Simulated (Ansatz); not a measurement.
```yaml
crystal:
  periodic: [false, false, false]
  atoms:
    - {symbol: Cl, position_ang: [-1.337429, -0.852057, -0.007513]}
    - {symbol: Ge, position_ang: [-0.459066, 1.301738, 0.010845]}
    - {symbol: Ga, position_ang: [1.158332, -0.922942, -0.007479]}
basis:
  gaussian: {orbitals: def2-TZVP}
hamiltonian: {xc: pbe0}
relax: {f_tol: 0.004, max_steps: 80}
```

```sh
$ ansatz run in.yaml --threads 1 --pin off --events-out ev --progress --plain --max-ram 2176MiB
```

Steps of the relaxation (energy above the last step; positions in Å, forces in eV/Å):

```
3
step 1, 26.5 meV
Cl   -1.337   -0.852   -0.008   -0.228    0.275    0.002
Ge   -0.459    1.302    0.011   -0.072   -0.316   -0.003
Ga    1.158   -0.923   -0.007    0.299    0.041    0.000
```

```
3
step 2, 8.2 meV
Cl   -1.364   -0.839   -0.007   -0.115    0.151    0.001
Ge   -0.455    1.277    0.011   -0.072   -0.133   -0.001
Ga    1.181   -0.911   -0.007    0.187   -0.018    0.000
```

```
3
step 3, 0.6 meV
Cl   -1.393   -0.819   -0.007   -0.035   -0.032    0.000
Ge   -0.465    1.260    0.010    0.056   -0.021    0.000
Ga    1.220   -0.914   -0.007   -0.021    0.053    0.000
```

```
3
step 4, 0.0 meV
Cl   -1.400   -0.821   -0.007    0.005    0.007    0.000
Ge   -0.459    1.255    0.010   -0.003   -0.008    0.000
Ga    1.220   -0.907   -0.007   -0.002    0.000    0.000
```

```
3
step 5, 0.0 meV
Cl   -1.399   -0.821   -0.007   -0.001   -0.001    0.000
Ge   -0.459    1.254    0.010    0.000    0.001    0.000
Ga    1.220   -0.907   -0.007    0.000    0.000    0.000
```

Close pairs at the end: Cl1–Ge2 2.279 Å, Cl1–Ga3 2.621 Å, Ge2–Ga3 2.736 Å.

A stationary point of restricted PBE0 after 5 steps (its stability towards spin polarisation wasn't tested); no frequencies were run, so it isn't proven a minimum. 20 s on 1 thread of Intel Xeon 6975P-C, shared host.
